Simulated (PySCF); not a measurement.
Input of a run (PBE0-D3(BJ)/def2-SVP geometry optimisation, gas phase (PySCF 2.14.0)), started from GFN2-xTB:
```
{"job": {"xc": "PBE0", "basis": "def2-SVP", "d3": "d3bj", "grid": 1, "kind": "geom"}, "charge": 0, "multiplicity": 1}
N      1.543264     0.096884    -0.314926
C      0.253687     0.475332    -0.229096
O     -0.153623     1.563122    -0.574616
C     -0.703693    -0.563727     0.344904
O     -2.001398    -0.051347     0.371296
H      1.851845    -0.815248    -0.031571
H      2.216973     0.744246    -0.689673
H     -0.384473    -0.828614     1.362959
H     -0.672243    -1.469880    -0.276231
H     -1.941455     0.853887     0.014425
```

Output (energies in Eh, forces in Eh/bohr):
```
step   0  E = -283.91417680  max force = 0.017981
step   1  E = -283.91486854  max force = 0.006157
step   2  E = -283.91497505  max force = 0.002827
step   3  E = -283.91497468  max force = 0.002269
step   4  E = -283.91499809  max force = 0.000834
step   5  E = -283.91500225  max force = 0.000284
optimisation converged
```

**Question.** Summarise the run.

**Answer.** The energy falls by 0.022 eV over 6 energy and gradient evaluations, the largest force component goes from 0.0180 to 2.8e-04 Eh/bohr, and the atoms move by 0.025 Å rms after alignment. The bond that changes most is C4–O5 (carbinol carbon (C–OH) to alcohol oxygen), which shortens by 0.016 Å. Bonds longer at the end by more than 0.005 Å: 4 of 9; shorter: 1. Among the angles that change most is O5–C4–H8, from 109.9° to 112.2°. The energy never rose by more than 1e-6 Eh on the way. The first step brought 84 % of the lowering.

**Question.** What are the final bond lengths?

**Answer.** N1–C2 1.349 Å, C2=O3 1.217 Å, C2–C4 1.524 Å, C4–O5 1.379 Å, N1–H6 1.010 Å, N1–H7 1.012 Å, C4–H8 1.110 Å, C4–H9 1.110 Å, O5–H10 0.975 Å. Numbering counts from 1 in the input's order; the species is glycolamide, `NC(=O)CO`.

The run used 95 basis functions and 42 SCF cycles in all. Hardware: x86-64 server, one thread (shared host). Cost: 17 s.

PBE0-D3(BJ)/def2-SVP frequencies: not computed here. One conformer, not necessarily the lowest.

The values belong to the conformer `[NH2:1][C:2](=[O:3])[CH2:4][OH:5]`: N1–C2–C4–O5 -179°, H–N1–C2–O3 180°, H–N1–C2–O3 0°, H–O5–C4–C2 -1°.
